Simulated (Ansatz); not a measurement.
Task: a ranking of conformers of C4H10O2, SMILES CC(O)CCO, with Ansatz 0.2.0 through its Python package. Give the script and its output. Settings (for the species named): B3LYP, 6-31G* basis, multiplicity 1.

The script, `run_conformers.py`:
```python
# -*- coding: utf-8 -*-
"""Rank force-field conformers of C4H10O2 by single points."""

import ansatz as az
from rdkit import Chem
from rdkit.Chem import AllChem

rd = Chem.AddHs(Chem.MolFromSmiles("CC(O)CCO"))
ids = list(AllChem.EmbedMultipleConfs(rd, numConfs=20, randomSeed=774, pruneRmsThresh=0.4))
field = [energy for _, energy in AllChem.MMFFOptimizeMoleculeConfs(rd)]
distinct = {round(e, 2): i for i, e in zip(ids, field)}
chosen = sorted(distinct.items())[:3]
found = []
for force_field, index in chosen:
    mol = az.Crystal.molecule()
    for atom, xyz in zip(rd.GetAtoms(), rd.GetConformer(index).GetPositions()):
        mol = mol.atom(atom.GetSymbol(), xyz.round(5).tolist())
    setup = (
        mol.calculation()
        .basis(gaussian="6-31G*")
        .functional("b3lyp")
    )
    found.append(setup.run(threads=1, backend="cpu").report["free_energy_ev"])
print("conformer   MMFF (kcal/mol)   this level (eV)")
for (force_field, index), e in zip(chosen, found):
    print(f"{index:9d} {force_field - chosen[0][0]:17.2f} {(e - min(found)):17.3f}")
```

Running `python run_conformers.py` prints:
```text
conformer   MMFF (kcal/mol)   this level (eV)
        8              0.00             0.000
        7              0.83             0.053
       10              1.32             0.149
```

Caveats:
- The conformers keep their force-field geometries.
- b3lyp holds the VWN-RPA fit, as in Gaussian; the form of ORCA and Turbomole is b3lyp5.
- Finished in 12 s on 1 thread of Arm Neoverse V2, on a shared host, peak memory 0.34 GiB.
